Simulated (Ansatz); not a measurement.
The same path of BH3O (5 atoms, charge 0, multiplicity 1) was run twice with different band settings. Lost on the way: B1–H2. Made: H2–O3.

Computed with RKS B3LYP/def2-TZVP in Ansatz.

Relaxed end points:

```xyz
5
Properties=species:S:1:pos:R:3
B 0.231 -0.075 0.188
H 0.190 -0.096 1.383
O 1.370 -0.383 -0.469
H 2.109 -0.609 0.105
H -0.713 0.212 -0.480
```

```xyz
5
Properties=species:S:1:pos:R:3
B -0.469 0.125 0.106
H 1.200 -0.385 1.392
O 1.021 -0.310 0.448
H 1.808 -0.516 -0.110
H -0.373 0.134 -1.110
```

Common settings: movable images 9; climbing image yes; optimiser quadratic models (default); start path through a guess of the saddle point; force threshold 0.03 eV/Å; iteration limit 60; end points relaxed.

| run | spring |
| --- | --- |
| 1 | 5.0 eV/Å² |
| 2 | 2.0 to 10.0 eV/Å², energy-weighted |

**Question.** What does each run give, and how far can it be trusted?

**Answer.** Run 1: converged after 13 iterations, highest image 5.106 eV above the first end. The profile has 2 maxima (images 2, 8) with wells between them (image 4): this band takes more than one step, which may be the mechanism or a detour left from its start path. Neighbouring images differ by up to 2.2 eV, so the band resolves the path poorly. A vibrational analysis at the climbing image gives one clearly imaginary mode, 1250i cm⁻¹: a first-order saddle point.
Run 2: converged after 21 iterations, highest image 5.106 eV above the first end. The profile has 2 maxima (images 1, 6) with wells between them (image 2): this band takes more than one step, which may be the mechanism or a detour left from its start path. Neighbouring images differ by up to 3.4 eV, so the band resolves the path poorly. Another band between the same ends (9 images) ends at a top of the same energy, where a vibrational analysis finds 1 clearly imaginary mode.
The orbitals stay closed-shell, which can raise the energy where a bond breaks towards radicals; this wasn't checked here.
